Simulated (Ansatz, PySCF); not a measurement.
Process, species as SMILES: C[C@H]1CO1 + 3 C (CH4) + O (H2O) → 2 CC (C2H6) [ethane] + 2 CO (CH4O) [methanol]

Property: bond separation energy (enthalpy at 298 K), in kcal/mol. Set-up: 6-311+G** with 5d; dispersion terms only where a functional's name holds one; valence correlation only; no spin-orbit coupling; 6-31G* and kin with 6d, 5d where marked; non-relativistic. Basis-set limits of correlation are two-point, X^-3; Hartree-Fock from the larger set. [CCSD(T)-MP2]/basis is that difference in the basis named. Ab initio and DFT rows: single points at B3LYP-D3(BJ) geometries (Ansatz, a first-principles code), with unscaled harmonic terms from B3LYP/6-31G* (Ansatz) at its own minima.

Coupled cluster (Ansatz) is a level with limits of its own, used here on species with T1 under 0.025 (0.045 for open shells) and stable references: RI-MP2/CBS(cc-pVTZ,cc-pVQZ)+[CCSD(T)-MP2]/cc-pVTZ.

Value to compare with, RI-MP2/CBS(cc-pVTZ,cc-pVQZ)+[CCSD(T)-MP2]/cc-pVTZ (Ansatz): -3.6 kcal/mol.

```json
[
 {"level": "PBE/STO-3G", "program": "Ansatz", "bond separation energy (enthalpy at 298 K) (kcal/mol)": "-16.2", "difference": "-12.6"},
 {"level": "PBE/def2-SVP", "program": "Ansatz", "bond separation energy (enthalpy at 298 K) (kcal/mol)": "-5.7", "difference": "-2.1"},
 {"level": "PBE/6-311+G**", "program": "Ansatz", "bond separation energy (enthalpy at 298 K) (kcal/mol)": "-2.2", "difference": "1.4"},
 {"level": "B3LYP/6-31+G*", "program": "Ansatz", "bond separation energy (enthalpy at 298 K) (kcal/mol)": "-4.8", "difference": "-1.2"},
 {"level": "PBE0/6-311+G**", "program": "Ansatz", "bond separation energy (enthalpy at 298 K) (kcal/mol)": "-5.0", "difference": "-1.4"},
 {"level": "B3PW91/6-31G* (5d)", "program": "PySCF", "bond separation energy (enthalpy at 298 K) (kcal/mol)": "-5.3", "difference": "-1.7"},
 {"level": "PBE/def2-TZVPD", "program": "Ansatz", "bond separation energy (enthalpy at 298 K) (kcal/mol)": "-1.8", "difference": "1.8"},
 {"level": "wB97X-V/def2-TZVPD", "program": "Ansatz", "bond separation energy (enthalpy at 298 K) (kcal/mol)": "-4.4", "difference": "-0.8"}
]
```

Among the 6 habitual levels, PBE/STO-3G lies farthest from RI-MP2/CBS(cc-pVTZ,cc-pVQZ)+[CCSD(T)-MP2]/cc-pVTZ (Ansatz) (-12.6 kcal/mol); 1 of 6 lie above it, and their mean absolute difference is 3.4 kcal/mol, the median 1.5. One case shows no general order.

The levels are drawn from those run, B3LYP/6-31G* more often than the rest, none by its result; left out are runs that failed, that the program found above a lower state of the same kind, or whose <S^2> lies over 0.5 above the pure value.
